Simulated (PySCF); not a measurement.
Record of a relaxation.

CH₆OSi.
Numbering: `[CH3:1][O:2][SiH3:3]` (hydrogens: H4, H5, H6 on C1; H7, H8, H9 on Si3)

Method: PySCF 2.14.0, PBE0-D3(BJ)/def2-SVP geometry optimisation, gas phase; density fitting, grid level 1; the optimiser is geomeTRIC in internal coordinates, started from a GFN2-xTB structure with every atom displaced at random (about 0.03 Å). The frame can shift and turn from step to step; on so coarse a grid that alone can change the energy by a few meV, and forces under 0.02 eV/Å are noise.

Step 0: E = -11047.4960 eV, largest atomic force 4.934 eV/Å
```
atom  x, y, z in Å  |  force x, y, z in eV/Å
C1      1.423   -0.278    0.075   -2.256   3.276  -2.921
O2      0.107   -0.294   -0.578    2.182  -0.610   0.172
Si3    -1.398    0.170   -0.066    2.565   0.804   1.684
H4      2.212   -0.623   -0.615   -0.352  -0.423   0.197
H5      1.618    0.817    0.246    0.332  -0.696   0.187
H6      1.345   -0.748    0.993    0.279  -1.541   2.230
H7     -1.680   -0.537    1.191   -0.555  -0.354   0.383
H8     -2.088   -0.194   -1.206   -1.883  -0.409  -1.707
H9     -1.378    1.631    0.310   -0.312  -0.046  -0.225
```

Step 1: E = -11048.0263 eV, largest atomic force 0.946 eV/Å
```
atom  x, y, z in Å  |  force x, y, z in eV/Å
C1      1.419   -0.215    0.074   -0.810   0.164  -0.460
O2      0.182   -0.289   -0.608    0.186   0.116   0.131
Si3    -1.329    0.152   -0.080    0.186   0.121   0.244
H4      2.162   -0.639   -0.610    0.276  -0.159   0.174
H5      1.716    0.828    0.292   -0.071  -0.015   0.031
H6      1.371   -0.777    1.018    0.237  -0.114   0.100
H7     -1.709   -0.548    1.195    0.001  -0.136  -0.149
H8     -2.252   -0.181   -1.201   -0.021   0.017   0.097
H9     -1.401    1.610    0.272    0.016   0.006  -0.169
```

Step 2: E = -11048.0594 eV, largest atomic force 0.178 eV/Å
```
atom  x, y, z in Å  |  force x, y, z in eV/Å
C1      1.396   -0.216    0.061   -0.171   0.048   0.006
O2      0.181   -0.294   -0.629    0.073  -0.076  -0.076
Si3    -1.313    0.158   -0.075   -0.125   0.038   0.091
H4      2.187   -0.640   -0.574    0.036  -0.037   0.019
H5      1.668    0.830    0.289    0.041   0.047   0.036
H6      1.370   -0.779    1.013    0.033  -0.005  -0.028
H7     -1.682   -0.574    1.183    0.029  -0.039  -0.069
H8     -2.276   -0.163   -1.168    0.049   0.018   0.079
H9     -1.371    1.620    0.251    0.035   0.005  -0.058
```

Step 3: E = -11048.0637 eV, largest atomic force 0.127 eV/Å
```
atom  x, y, z in Å  |  force x, y, z in eV/Å
C1      1.384   -0.211    0.058    0.046  -0.018   0.092
O2      0.180   -0.300   -0.643    0.039  -0.052  -0.109
Si3    -1.309    0.158   -0.073   -0.095   0.033   0.041
H4      2.188   -0.639   -0.560   -0.007   0.017  -0.012
H5      1.655    0.835    0.293   -0.006   0.001  -0.009
H6      1.357   -0.777    1.009   -0.012   0.018  -0.015
H7     -1.660   -0.589    1.177    0.008  -0.005  -0.002
H8     -2.288   -0.157   -1.149    0.017   0.004   0.016
H9     -1.347    1.623    0.239    0.011   0.002  -0.003
```

Step 4: E = -11048.0648 eV, largest atomic force 0.083 eV/Å
```
atom  x, y, z in Å  |  force x, y, z in eV/Å
C1      1.379   -0.211    0.057    0.045   0.004   0.062
O2      0.179   -0.306   -0.652    0.010  -0.042  -0.071
Si3    -1.306    0.157   -0.074   -0.023   0.017   0.020
H4      2.190   -0.635   -0.554   -0.014   0.012  -0.011
H5      1.643    0.837    0.292   -0.003  -0.003  -0.006
H6      1.349   -0.775    1.010   -0.014   0.007  -0.008
H7     -1.649   -0.594    1.177    0.000   0.006   0.011
H8     -2.294   -0.153   -1.141   -0.002  -0.002  -0.008
H9     -1.332    1.622    0.236    0.001  -0.001   0.010
```

Step 5: E = -11048.0654 eV, largest atomic force 0.024 eV/Å
```
atom  x, y, z in Å  |  force x, y, z in eV/Å
C1      1.374   -0.211    0.057    0.015   0.015   0.009
O2      0.180   -0.315   -0.663   -0.015  -0.014  -0.013
Si3    -1.302    0.155   -0.074    0.023   0.001  -0.003
H4      2.192   -0.630   -0.550   -0.004   0.002  -0.002
H5      1.630    0.840    0.291   -0.002  -0.003  -0.001
H6      1.339   -0.772    1.010   -0.002  -0.004   0.003
H7     -1.638   -0.594    1.179   -0.003   0.008   0.009
H8     -2.298   -0.150   -1.134   -0.010  -0.003  -0.013
H9     -1.316    1.621    0.236   -0.003  -0.002   0.011
```

Step 6: E = -11048.0655 eV, largest atomic force under 0.02 eV/Å
```
atom  x, y, z in Å  |  force x, y, z in eV/Å
C1      1.373   -0.211    0.056    0.000   0.010  -0.006
O2      0.180   -0.318   -0.665   -0.007  -0.006   0.006
Si3    -1.301    0.154   -0.074    0.014  -0.001  -0.005
H4      2.193   -0.627   -0.549   -0.001  -0.001   0.000
H5      1.626    0.840    0.290   -0.001  -0.001   0.001
H6      1.337   -0.772    1.009    0.001  -0.004   0.002
H7     -1.636   -0.592    1.180   -0.002   0.003   0.003
H8     -2.299   -0.150   -1.134   -0.004  -0.001  -0.005
H9     -1.312    1.619    0.238   -0.001   0.000   0.004
```

**Question.** Summarise the path.

**Answer.** The energy falls by 13.13 kcal/mol from step 0 to step 6; nine tenths of that is first reached at step 1. It falls at every step. The largest force goes from 4.934 to under 0.02 eV/Å. Among the bonds Si3–H8 changes most, from 1.381 to 1.487 Å; the atoms move by 0.108 Å rms after alignment.

**Question.** Follow the three bonds and two angles with the largest change from start to end.

**Answer.** 
```json
{"step": "0", "E above end (kcal/mol)": "13.13", "largest force (eV/Å)": "4.934", "Si3–H8 (Å)": "1.381", "C1–H6 (Å)": "1.035", "C1–O2 (Å)": "1.469", "H4–C1–H6 (°)": "117.8", "O2–Si3–H8 (°)": "97.2"}
{"step": "1", "E above end (kcal/mol)": "0.90", "largest force (eV/Å)": "0.946", "Si3–H8 (Å)": "1.489", "C1–H6 (Å)": "1.100", "C1–O2 (Å)": "1.414", "H4–C1–H6 (°)": "111.6", "O2–Si3–H8 (°)": "105.4"}
{"step": "2", "E above end (kcal/mol)": "0.14", "largest force (eV/Å)": "0.178", "Si3–H8 (Å)": "1.492", "C1–H6 (Å)": "1.106", "C1–O2 (Å)": "1.399", "H4–C1–H6 (°)": "108.5", "O2–Si3–H8 (°)": "106.2"}
{"step": "3", "E above end (kcal/mol)": "0.04", "largest force (eV/Å)": "0.127", "Si3–H8 (Å)": "1.488", "C1–H6 (Å)": "1.107", "C1–O2 (Å)": "1.396", "H4–C1–H6 (°)": "107.5", "O2–Si3–H8 (°)": "106.5"}
{"step": "4", "E above end (kcal/mol)": "0.02", "largest force (eV/Å)": "0.083", "Si3–H8 (Å)": "1.487", "C1–H6 (Å)": "1.107", "C1–O2 (Å)": "1.397", "H4–C1–H6 (°)": "107.6", "O2–Si3–H8 (°)": "106.6"}
{"step": "5", "E above end (kcal/mol)": "0.00", "largest force (eV/Å)": "0.024", "Si3–H8 (Å)": "1.486", "C1–H6 (Å)": "1.106", "C1–O2 (Å)": "1.398", "H4–C1–H6 (°)": "107.8", "O2–Si3–H8 (°)": "106.6"}
{"step": "6", "E above end (kcal/mol)": "0.00", "largest force (eV/Å)": "under 0.02", "Si3–H8 (Å)": "1.487", "C1–H6 (Å)": "1.106", "C1–O2 (Å)": "1.399", "H4–C1–H6 (°)": "107.9", "O2–Si3–H8 (°)": "106.6"}
```

The cost below is that of the whole optimisation. Time: 9.0 s; peak memory 0.31 GiB. Hardware: one thread, Arm Neoverse V2 (aarch64), shared host with 96 logical CPUs at a one-minute load of 36.
